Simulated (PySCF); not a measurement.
Species: bicyclopropyl, C₆H₁₀.
Z-matrix (Å and degrees, PBE0-D3(BJ)/def2-SVP geometry), rows numbered from 1:
```
C 
C   1  1.5013
C   2  1.5003  1   60.01
C   3  1.4927  1  120.47  2  -109.83
C   4  1.5010  3  120.47  1  -180.00
C   4  1.5003  3  120.44  1  -109.06
H   1  1.0940  2  117.92  3  -107.29
H   1  1.0932  2  118.62  3   108.20
H   2  1.0932  1  118.61  3  -108.54
H   2  1.0940  1  117.76  3   107.15
H   3  1.0964  1  115.95  2   106.39
H   4  1.0964  3  113.79  1    35.50
H   5  1.0932  4  118.49  6   108.40
H   5  1.0940  4  117.50  6  -107.99
H   6  1.0932  4  118.76  5  -108.29
H   6  1.0940  4  117.31  5   107.89
```

All values: CAM-B3LYP/def2-SVPD (PySCF, non-relativistic), on one gas-phase PBE0-D3(BJ)/def2-SVP geometry that isn't relaxed in the solvent. The solvent is an IEF-PCM continuum (cavity from Bondi-type radii × 1.2), and excitations are vertical TDDFT with non-equilibrium linear response and a frozen core. Only the electrostatic response of the medium enters.

Gas-phase singlets (H = HOMO, L = LUMO):

```csv
state,E (eV),λ (nm),f,leading configurations
S1,7.357,169,0.003,H→L+1 90%
S2,7.413,167,0.000,H→L 92%
S3,7.763,160,0.047,H→L+2 96%
S4,7.806,159,0.028,H→L+3 85%
S5,8.108,153,0.000,"H-1→L 84%, H-2→L+3 12%"
```

Q: How does the list change in chloroform (ε = 4.711)?

A: 
```csv
state,E (eV),λ (nm),f,leading configurations,change by rank (eV)
S1,7.439,167,0.004,"H→L+1 79%, H→L+3 17%",+0.082
S2,7.473,166,0.000,H→L 92%,+0.060
S3,7.733,160,0.058,H→L+2 96%,-0.030
S4,7.839,158,0.040,"H→L+3 75%, H→L+1 16%",+0.033
S5,8.170,152,0.000,"H-1→L 83%, H-2→L+3 12%",+0.062
```

Q: Give the list for acetone (ε = 20.49), n² = 1.85.

A: 
| state | E (eV) | λ (nm) | f | leading configurations | change by rank (eV) |
| --- | --- | --- | --- | --- | --- |
| S1 | 7.476 | 166 | 0.004 | H→L+2 73%, H→L+3 24% | +0.119 |
| S2 | 7.500 | 165 | 0.000 | H→L 92% | +0.087 |
| S3 | 7.725 | 161 | 0.054 | H→L+1 96% | -0.038 |
| S4 | 7.858 | 158 | 0.038 | H→L+3 69%, H→L+2 23% | +0.052 |
| S5 | 8.196 | 151 | 0.000 | H-1→L 83%, H-2→L+3 12% | +0.088 |

Q: The ground-state energy changes by -0.076 eV from gas to acetone. By how much does the total energy of gas-phase S3 change?

A: E(S3) = E(S0) + excitation energy, so it changes by -0.076 − 0.038 = -0.114 eV: it is lowered more than the ground state, which is what a red shift means. This is the vertical state, with the slow part of the continuum still set for S0.

Q: How do the frontier levels move from gas to acetone?

A: 
| orbital | gas (eV) | solvent (eV) | change (eV) | Löwdin shares, gas | Löwdin shares, solvent |
| --- | --- | --- | --- | --- | --- |
| LUMO+2 | 1.90 | 1.97 | +0.07 | C1 9 %, C5 9 %, C6 9 %, C2 9 % | H12 12 %, H11 12 %, H7 10 %, H14 10 % |
| LUMO+1 | 1.80 | 1.94 | +0.14 | H11 15 %, H12 15 %, H10 9 %, H16 9 % | C6 9 %, C2 9 %, C1 9 %, C5 9 % |
| LUMO | 1.66 | 1.79 | +0.13 | C2 10 %, C6 10 %, C1 10 %, C5 10 % | C5 11 %, C2 11 %, C1 11 %, C6 11 % |
| HOMO | -8.62 | -8.56 | +0.06 | C4 19 %, C3 19 %, C1 12 %, C5 12 % | C3 19 %, C4 19 %, C5 12 %, C2 12 % |
| HOMO-1 | -9.41 | -9.36 | +0.05 | C2 17 %, C6 17 %, C5 16 %, C1 16 % | C6 17 %, C1 17 %, C2 17 %, C5 17 % |
| HOMO-2 | -10.29 | -10.23 | +0.06 | C5 18 %, C1 18 %, C2 18 %, C6 18 % | C1 18 %, C6 18 %, C5 18 %, C2 18 % |
| HOMO-3 | -10.98 | -10.92 | +0.06 | C3 19 %, C4 19 %, C2 11 %, C6 11 % | C4 18 %, C3 18 %, C6 11 %, C1 11 % |

The HOMO–LUMO gap goes from 10.28 to 10.35 eV. Rows go by rank; for LUMO, LUMO+1 and LUMO+2 the atom shares or the degeneracy differ between the runs, so the row needn't follow one orbital.

Time: 50 s of wall time; peak memory 0.99 GiB. Hardware: one thread, Arm Neoverse N1 (aarch64), no GPU (shared host). This is the whole response run at CAM-B3LYP/def2-SVPD in acetone, SCF included.
